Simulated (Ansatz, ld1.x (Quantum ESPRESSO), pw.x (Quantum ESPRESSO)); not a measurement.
From atom to crystal: TM potential for hafnium

Hf (Z = 72), norm-conserving Troullier–Martins (Kleinman–Bylander form), made with ld1.x (Quantum ESPRESSO) 7.5 (PBEsol, scalar-relativistic). Core [Xe] 4f14, reference 5d2 6s2 6p0. Waves: 6p (bound, empty): rc 3.95 bohr; 5d (bound): rc 2.75 bohr; 6s (bound): rc 2.90 bohr. Local part: the s channel. Core correction: none.

Crystal test: fcc Hf in pw.x 7.5, no spin, 13³ k-points, Fermi–Dirac smearing 0.01 Ry, cutoffs 35/140 Ry. The reference is all-electron LAPW (Ansatz 0.2.0) with the same functional, mesh and smearing; V0 and B0 come from Birch–Murnaghan fits to the pressures at five volumes. Errors are pseudo minus all-electron; Δ is the rms difference of the E(V) curves that follow from these fits, minima aligned, over ±6 % about the mean V0. Mesh and smearing are coarse, so the numbers serve the comparison and aren't converged zero-temperature values; the lattice is a test structure that the element need not adopt.

All-electron: a0 = 4.424 Å (V0 = 21.65 Å³/atom), B0 = 107.7 GPa.

**Question.** How far does the potential miss the all-electron equation of state?

**Answer.** mean pressure error (GPa): +3.13; a0 (Å): 4.468; a0 error (%): +0.98; B0 error (%): -5.6; Δ (meV/atom): 14.7. The largest radius (3.95 bohr) exceeds half the bond length (2.95 bohr), so the spheres overlap, which is one possible source of error among others. This is a poor potential for the solid.

| V (Å³/atom) | P all-electron (GPa) | P pseudo (GPa) |
| --- | --- | --- |
| 20.541 | 6.17 | 9.49 |
| 21.081 | 2.98 | 6.22 |
| 21.622 | 0.13 | 3.26 |
| 22.163 | -2.43 | 0.60 |
| 22.703 | -4.73 | -1.80 |

**Question.** At the middle volume, how do free energy and pressure move when the wave cutoff is lowered (ecutrho kept at four times it)?

**Answer.**

```csv
cutoff (Ry),shift of F (meV/atom),shift of P (GPa)
16,+503.2,-13.75
21,+46.5,-2.29
28,+0.7,+0.02
```

The run at the middle volume (84 k-points, 7 iterations) took about 5 s on one core of a shared host (Neoverse-V1, 32 threads, 247 GiB, load 19).
